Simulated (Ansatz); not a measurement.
What does this script print? It uses the Python package of Ansatz (0.2.0).

`c2h5ns.xyz`
```text
9

C    -0.02240    1.41410    0.21530
N     0.41860    0.16430    0.66540
C     0.04220   -0.83470   -0.06550
S     0.68640   -2.42190    0.41030
H    -0.67770    1.39720   -0.72340
H    -0.67950    1.93440    0.98710
H     0.80380    2.12300    0.00510
H    -0.51140   -0.74340   -0.96450
H     0.02850   -3.07940   -0.54690
```

`methods.py`
```python
"""C2H5NS at several levels of theory."""

from dataclasses import dataclass
from pathlib import Path

import ansatz as az
import numpy as np


@dataclass
class Options:
    basis_set: str = "def2-SVP"


cfg = Options()


def main() -> None:
    mol = az.Crystal.molecule_from_extxyz("c2h5ns.xyz")

    calculation = mol.calculation().basis(gaussian=cfg.basis_set)

    print("functional    E (Ha)        dipole (D)   HOMO (eV)  LUMO (eV)")
    for name in ["hf", "cam_b3lyp", "hse06", "lda"]:
        data = calculation.functional(name).forces().orbitals().run(runs_dir="runs").report
        lines = Path(data["orbitals_path"]).read_text().splitlines()
        field_of = lambda key: [line.split("=")[1].strip() for line in lines if line.startswith(key)]
        orbitals = [(27.211386 * float(e), s, float(n)) for e, s, n in zip(field_of("Ene="), field_of("Spin="), field_of("Occup="))]
        homo = max(e for e, _, n in orbitals if n > 0.5)
        lumo = min(e for e, _, n in orbitals if n < 0.5)
        dipole = 4.803205 * np.linalg.norm(data["charge_distribution"]["dipole_moment_e_ang"])
        print(f"{name:10s} {data['free_energy_ev'] / 27.211386246:14.6f} {dipole:9.3f} {homo:11.3f} {lumo:10.3f}")


if __name__ == "__main__":
    main()
```

```console
$ python methods.py
functional    E (Ha)        dipole (D)   HOMO (eV)  LUMO (eV)
hf            -530.358694     2.961      -9.453      3.745
cam_b3lyp     -531.837946     2.533      -8.061      0.909
hse06         -531.591865     2.564      -6.451     -0.748
lda           -529.342310     2.368      -5.757     -1.513
```

What to keep in mind:
- Total energies depend on the basis set; only differences at equal settings carry meaning.
- The geometry is a force-field or estimated start, not a minimum of this method, and the basis set is short of its limit. A lower total doesn't mark the better method: functionals have no common bound, and MP2 and coupled cluster aren't variational.
- Levels such as HOMO and LUMO are orbital energies: with these approximate functionals they aren't the ionisation energy and electron affinity, and their gap isn't the fundamental gap.
- hse06 follows the composition of plane-wave codes, whose totals differ by tens of mHa, up to about 0.1 Ha, from the form usual in Gaussian-basis programs (wpbeh).
- It ran for 7.8 s on 1 thread of Arm Neoverse V2, with other jobs on the host, peak memory 0.24 GiB.
